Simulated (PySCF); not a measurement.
# C2H3B: the cost of one run

The runs use PySCF 2.14.0, with density-fitted response routines of our own; the level of theory stands in each step. All values are computed, except where a source is named. Atoms are numbered from 0 throughout.

## 1. The molecule as given

6 atoms, charge 0, multiplicity 1; geometry from: GFN2-xTB. The atoms were then displaced at random by about 0.01 Å, so the start is not that level's minimum.

Bonds of the start (Å): B0–C1 1.48, C1–C2 1.19, B0–H3 1.18, B0–H4 1.16, C2–H5 1.07.

## 2. Optimising the geometry at PBE0-D3(BJ)/def2-SVP

Job settings and geometry (Å):

```
{"job": {"xc": "PBE0", "basis": "def2-SVP", "d3": "d3bj", "grid": 1, "shake": 0.01, "kind": "geom"}, "charge": 0, "multiplicity": 1}
B     -1.061780    -0.293640    -0.205270
C      0.340820     0.080820     0.060550
C      1.478010     0.368980     0.275080
H     -1.664100     0.377400    -0.971890
H     -1.567900    -1.189040     0.327060
H      2.499110     0.625470     0.469800
```

Started as:

```
$ OMP_NUM_THREADS=1 python probes_run.py task.json out
```

The driver reads the jobs from task.json and runs them one after another.

Q: Estimate the wall time and peak memory of this first job on 1 thread of Arm Neoverse N1, shared host.

About 8 s, with a peak of 0.29 GiB.
